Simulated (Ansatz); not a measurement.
A calculation with Ansatz (development build ahead of 0.2.0).

```yaml
crystal:
  periodic: [false, false, false]
  atoms:
    - { symbol: H, position_ang: [0.0, 0.0, -1.08] }
    - { symbol: C, position_ang: [0.0, 0.0, 0.0] }
    - { symbol: C, position_ang: [0.0, 0.0, 1.25] }
    - { symbol: H, position_ang: [0.0, 0.0, 2.33] }
basis:
  gaussian: { orbitals: def2-SVP }
total_charge: 1
magnetization:
  initial_magnetization: 1
hamiltonian:
  xc: pbe0
scf:
  omitted_lower_state_checks: [starts, atomic_configurations, cluster_reference, orbital_swaps, given_window_search, neighbouring_geometries, increment]
output:
  forces: true
```

The input is written out in the form of the current development build from the run's settings.

Output:

```json
{
  "Converged": "yes",
  "Total energy": "-76.75666 hartree",
  "Spin squared of the determinant": "0.750",
  "Stability test": "minimum among restricted orbitals"
}
```

Forces (eV/Å):
```
atom     Fx     Fy      Fz
  H1  0.000  0.000  -0.495
  C2  0.000  0.000   0.114
  C3  0.000  0.000  -0.114
  H4  0.000  0.000   0.495
```
